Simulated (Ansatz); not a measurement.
## CH6BSi−: structure from calculated spectroscopic constants

These gas-phase data were calculated for one isomer of CH6BSi− at PBE0-D3(BJ)/def2-SVPD (harmonic, unscaled wavenumbers; equilibrium rotational constants with average atomic masses):

```
rotational constants            : 30.57, 4.662, 4.232 GHz
all wavenumbers above 1500 cm⁻¹ : 3125, 3060, 2430, 2101, 2071, 2051
```

Candidates:

(1) `C=[BH-][SiH3]`, a singlet
(2) `[BH2-]1C[SiH2]1`, a singlet
(3) `[BH2-]=C[SiH3]`, a singlet

**Question.** Assign the data to one candidate and say why.

**Answer.** Candidate (1). 1 mode lies between 2350 and 2900 cm⁻¹, one for each B–H bond, while (2) has 2, (3) has 2.

The same quantities for all candidates:

```tsv
	rotational constants (GHz)	wavenumbers above 1500 cm⁻¹	E above the lowest, PBE0-D3(BJ)/def2-SVPD (kcal/mol)
(1)	30.57, 4.662, 4.232	3125, 3060, 2430, 2101, 2071, 2051	3.3
(2)	17.37, 8.391, 6.669	3148, 3072, 2486, 2429, 2102, 2099	3.1
(3)	32.28, 5.244, 4.745	3088, 2428, 2396, 2148, 2060, 2018	0.0
```

Harmonic stretches to hydrogen usually lie a few per cent above observed fundamentals. Each candidate is one conformer. Programs: Ansatz 0.2.0.
